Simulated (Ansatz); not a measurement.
Consider the atomization: `C/C(O)=C/N` → 3 C• + 7 H• + N• + O•.

Isolated molecules relaxed with PBE0-D4/def2-TZVP in Ansatz; ΔE leaves out vibrations. CCSD(T)/CBS adds triple-zeta CCSD(T) − MP2 to the extrapolated MP2 energy (def2 sets, frozen cores). This one scheme is used for every species, atoms too. For atomizations the MP2-based limit and the directly extrapolated one differ by several kJ/mol either way, and by 10 to 25 for some Ge, Se and Sn compounds, so smaller differences from it don't rank the levels. DFT in def2-TZVPP. HSE06 is defined as in plane-wave codes. No spin–orbit coupling; open shells (•) take unrestricted orbitals. Spin–orbit coupling would lower the free atoms: a little for C, O. Each species was taken in one conformer, which may not be the lowest.

`C/C(O)=C/N`:

```xyz
12

C     1.557   -0.484    0.796
C     0.410    0.177    0.130
O     0.608    1.485   -0.126
C    -0.739   -0.417   -0.209
N    -1.731    0.389   -0.846
H     1.777    0.006    1.748
H     1.343   -1.537    0.980
H     2.453   -0.406    0.175
H    -0.221    1.769   -0.556
H    -0.903   -1.470   -0.004
H    -2.591    0.434   -0.314
H    -1.963    0.053   -1.773
```

```tsv
level	ΔE (eV)	difference from CCSD(T)/CBS
LDA (SPW92)	57.42	8.06
B97M-V	49.40	0.04
PBE0-D4	49.75	0.39
HSE06-D4	49.80	0.44
CAM-B3LYP-D4	49.74	0.38
B2PLYP	48.96	-0.40
revPBE	48.83	-0.53
r2SCAN0	48.54	-0.82
HSE06	49.64	0.28
BHLYP	47.52	-1.84
LC-ωPBE	49.41	0.05
CCSD/def2-SVP	46.34	-3.02
CCSD/def2-TZVPP	47.22	-2.14
CCSD(T)/def2-TZVPP	48.03	-1.33
HF/def2-QZVPP	34.86	-14.50
HF/CBS(def2)	34.86	-14.50
CCSD(T)/CBS	49.36	0
```

Largest T1 diagnostic among the species: 0.011.

In def2-TZVPP, CCSD(T) changes the Hartree–Fock value by +13.24 eV (the triples alone add +0.81 eV) and MP2 by +14.10 eV; breaking electron pairs costs correlation energy, which Hartree–Fock lacks. From BLYP to BHLYP (50 % exact exchange), in def2-TZVPP and without D4, ΔE moves by −1.66 eV: exact exchange takes away binding that semilocal exchange gives to molecules. At CCSD(T), def2-SVP lies −2.47 eV from the extrapolated value and def2-TZVPP −1.33 eV: correlation converges slowly with the basis, and small sets miss more of it in the bonded molecule than in its fragments.
